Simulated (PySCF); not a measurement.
## Nuclear quadrupole coupling in `O=C=PCCP`

Compound: C3H6OP2.
Structure used (GFN2-xTB), in Å, numbered top down from 1:
```xyz
12
C3H6OP2 angstrom
O      3.283    0.614    0.519
C      2.404    0.470   -0.228
P      1.264    0.302   -1.400
C      0.202   -0.945   -0.457
C     -0.618   -0.243    0.614
P     -1.177    1.419   -0.026
H     -0.457   -1.379   -1.215
H      0.824   -1.743   -0.049
H     -0.004   -0.058    1.501
H     -1.474   -0.855    0.912
H     -2.267    1.527    0.842
H     -1.979    0.891   -1.040
```

Field gradients from the PBE0/pcSseg-1 density (PySCF, non-relativistic), principal values in atomic units, ordered |Vxx| ≤ |Vyy| ≤ |Vzz|:

| atom | Vxx | Vyy | Vzz |
| --- | --- | --- | --- |
| O1 | 0.1296 | 0.6360 | -0.7656 |

**Question.** Find the asymmetry η = (Vxx − Vyy)/Vzz and the couplings χ = eQV/h (234.96 MHz × Q in barn × V in au), with Q(17O) = −0.0256 b.

**Answer.** 
| atom | environment | nucleus | η | χzz (MHz) | χxx (MHz) | χyy (MHz) |
| --- | --- | --- | --- | --- | --- | --- |
| O1 | oxygen bonded to C | 17O | 0.66 | 4.605 | -0.780 | -3.825 |

The tensor is traceless: Vxx + Vyy + Vzz = 0.

**Question.** What is Vzz at O1 in SI units (1 au = 9.71736 × 10²¹ V/m²)?

**Answer.** -0.7656 au = -7.439 × 10²¹ V/m².

**Question.** What couplings would deuterons (Q(2H) = 0.00286 b) have in place of the hydrogens, at this geometry?

**Answer.** 
```json
{"atom": "H7", "bonded to": "C4", "bond length (Å)": "1.094", "Vzz (au)": "0.2999", "η": "0.02", "χzz (kHz)": "202"}
{"atom": "H8", "bonded to": "C4", "bond length (Å)": "1.091", "Vzz (au)": "0.3063", "η": "0.00", "χzz (kHz)": "206"}
{"atom": "H9", "bonded to": "C5", "bond length (Å)": "1.095", "Vzz (au)": "0.2996", "η": "0.03", "χzz (kHz)": "201"}
{"atom": "H10", "bonded to": "C5", "bond length (Å)": "1.093", "Vzz (au)": "0.3043", "η": "0.03", "χzz (kHz)": "204"}
{"atom": "H11", "bonded to": "P6", "bond length (Å)": "1.398", "Vzz (au)": "0.1987", "η": "0.08", "χzz (kHz)": "134"}
{"atom": "H12", "bonded to": "P6", "bond length (Å)": "1.396", "Vzz (au)": "0.1998", "η": "0.09", "χzz (kHz)": "134"}
```

Geometry: GFN2-xTB, one conformer, isolated molecule. GFN2-xTB bond lengths can be off by several hundredths of an ångström, more for odd bonds, and the gradients follow them. With so small a basis the couplings can be 20 % off.

The run behind these numbers computed NMR shieldings as well. On Arm Neoverse V1, one thread (shared host), this took 16 s and 0.70 GiB of memory at its peak.
